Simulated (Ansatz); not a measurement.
Cost and result for the atomization energy of `[CH2]BC` radical (9 atoms, 8 bonds).

```xyz
9

C     0.277   -0.752   -1.297
B    -0.365   -0.451    0.059
C     0.006    0.803    0.912
H     1.034   -0.112   -1.746
H     0.021   -1.621   -1.899
H    -1.191   -1.215    0.481
H     0.766    1.455    0.476
H    -0.894    1.401    1.105
H     0.345    0.492    1.908
```

Charge 0, multiplicity 2. All single points use the PBE0-D4/def2-TZVP geometry. Program: Ansatz. All runs use 2 threads of a server CPU on a shared host. Times are those of one run each, without the atoms' runs, and a repeat can differ threefold. Electronic energies, without spin–orbit coupling; frozen cores. CCSD(T)/CBS adds CCSD(T) − MP2 in def2-TZVPP to the MP2 limit, and its time is that of the two runs behind it. T1 = 0.011; ⟨S²⟩ of the reference is 0.76. HSE06 is the plane-wave form, built on full-range PBE exchange.

CCSD(T)/CBS is a level of theory with its own doubt, some kJ/mol a heavy atom from the limit and from the frozen cores, so smaller differences don't rank the functionals.

```tsv
level	functions	wall time	atomization (kcal/mol)	difference from CCSD(T)/CBS	per bond
LDA (SPW92)/def2-TZVPP	177	0.8 s	890.0	98.1	12.3
BLYP-D4/def2-TZVPP	177	1.4 s	794.3	2.4	0.3
HSE06-D4/def2-TZVPP	177	1.8 s	802.8	10.9	1.4
CCSD(T)/def2-SVP	72	2.1 s	764.2	-27.7	-3.5
B2PLYP/def2-TZVPP	177	2.4 s	791.4	-0.5	-0.1
PBE-QIDH/def2-TZVPP	177	2.4 s	795.9	4.0	0.5
r2SCANh-D4/def2-TZVPP	177	2.4 s	800.9	9.0	1.1
r2SCAN-D4/def2-TZVPP (with forces)	177	2.5 s	803.1	11.2	1.4
ωB97X-V/def2-TZVPP	177	4 s	796.1	4.2	0.5
ωB97M-V/def2-TZVPP (with forces)	177	4.8 s	798.6	6.7	0.8
MP2/def2-QZVPP	351	7 s	790.6	-1.3	-0.2
CCSD(T)/def2-TZVPP	177	35 s	777.0	-14.9	-1.9
CCSD(T)/CBS(def2)	–	42 s	791.9	0.0	0.0
```

Leaving LDA and LC-ωPBE aside and taking each functional with its dispersion term where it has one, the values, not all of them listed here, spread over 20.3 kcal/mol, from BHLYP-D4 to PBE-D4. LDA lies +84.5 kcal/mol from PBE without D4, its usual overbinding. From BLYP to BHLYP (50 % exact exchange), in def2-TZVPP and without D4, the atomization energy moves by −3.5 kcal/mol: exact exchange takes away binding that semilocal exchange gives to molecules. At CCSD(T), def2-SVP lies −27.7 kcal/mol from the extrapolated value and def2-TZVPP −14.9 kcal/mol: correlation converges slowly with the basis, and small sets miss more of it in the bonded molecule than in its fragments.
